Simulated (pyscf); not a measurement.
5 gas-phase steps of one pattern: hydrogen abstraction on the doublet surface, H–N broken and H–Si formed. PySCF, gas phase, ωB97X-D3(BJ)/def2-SVP geometries. Electronic energies in eV, from the separated reactants; ΔE‡ and ΔE at ωB97M-D3(BJ)/def2-TZVP. Rows were drawn at random from the steps of this pattern with a verified saddle, stable references and no exit in the data more than 5 kcal/mol lower.

| row | step | ΔE | ΔE‡ |
|---|---|---|---|
| 1 | H₂N–NH₂ + SiH₃• -> •HN–NH₂ + SiH₄ | -0.40 | 0.43 |
| 2 | F–SiH•–F + NH₃ → F–SiH₂–F + NH₂• | +0.56 | 0.82 |
| 3 | Cl–Si•(Cl)–Cl + NH₃ → Cl–SiH(Cl)–Cl + NH₂• | +0.76 | 0.92 |
| 4 | •H₂Si–NH–SiH₃ + NH₃ → H₃Si–NH–SiH₃ + NH₂• | +0.79 | 0.98 |
| 5 | H₂N–SiH₂• + NH₃ -> H₂N–SiH₃ + NH₂• | +0.81 | ? |

**Question.** Fit ΔE‡ = a + b·ΔE to the other rows and predict row 5.

**Answer.** Over the 4 complete rows the means are +0.43 (ΔE) and 0.79 (ΔE‡); least squares gives b = 0.44 and a = 0.60 eV, with residuals of 0.02 eV (root mean square; largest 0.03, row 4). For row 5: 0.60 + 0.44 × (+0.81) = 0.96 eV, an extrapolation. The computed barrier is 1.00 eV, 0.04 over the line. The line follows the complete rows closely. Each barrier is that of the saddle found.
